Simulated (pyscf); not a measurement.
This saddle point was located with ωB97X-D3(BJ)/def2-SVP in PySCF.

```
N
H 1 1.0253
H 1 1.2327 2 103.77
H 3 0.9216 1 100.70 2 77.65
Si 1 1.7772 2 119.42 3 -157.40
O 5 1.5300 1 125.69 2 -176.96
```

Surface: singlet, charge 0. Lowest wavenumbers (cm⁻¹): 1400i, 209, 249, 360, 492.

Task: What reaction is this the transition state of?

Result: O=Si: [singlet] + NH₃ ⇌ HN=Si=O + H₂, a concerted two-bond exchange read from left to right: H–N, H–N broken and N–Si, H–H formed. At ωB97M-D3(BJ)/def2-TZVP it lies +89.4 kcal/mol from the left side and +47.6 kcal/mol from the right (each side as separated species at their lowest minima found). On the reactant side the descent ends in a bound adduct, 11.6 kcal/mol under the separated species and 100.8 kcal/mol under the saddle at ωB97X-D3(BJ)/def2-TZVP. The same reactants have a lower exit, to H₂N–Si:–OH [singlet] (barrier +6.8 kcal/mol at ωB97M-D3(BJ)/def2-TZVP, against +89.4 kcal/mol here). One saddle was located; it need not be the lowest between these sides. A restricted solution here is unstable towards spin polarisation, so biradical character is likely and single-reference numbers are less safe.
